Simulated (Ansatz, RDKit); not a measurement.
Molecule: dichloromethane, CH₂Cl₂ (charge 0, singlet). SMILES: ClCCl

Atoms: C1, Cl2, Cl3, H4, H5. Bonds: C1-Cl2, C1-Cl3, C1-H4, C1-H5.

Bond lengths (Å) and angles (degrees) optimised at MMFF94 with RDKit; HF/6-31G* with Ansatz (an electronic-structure program); B3LYP/6-31G* with Ansatz, each started from the B3LYP-D3(BJ)/def2-TZVP structure (Ansatz) of the last column. A row stands for all coordinates that are equal there. 6-31G* holds six Cartesian d functions. No wavenumbers were computed at MMFF94, so these may be saddle points.

```csv
coordinate,MMFF94,HF/6-31G*,B3LYP/6-31G*,B3LYP-D3(BJ)/def2-TZVP
C1-Cl2,1.767,1.768,1.791,1.780
C1-H4,1.093,1.074,1.088,1.083
Cl2-C1-Cl3,111.1,112.9,113.3,112.9
Cl2-C1-H4,109.0,108.2,108.0,108.0
H4-C1-H5,109.7,111.1,111.5,111.9
```

Mean signed difference of all 4 bond lengths from B3LYP-D3(BJ)/def2-TZVP: MMFF94 -0.002 Å, HF/6-31G* -0.011 Å, B3LYP/6-31G* 0.008 Å.
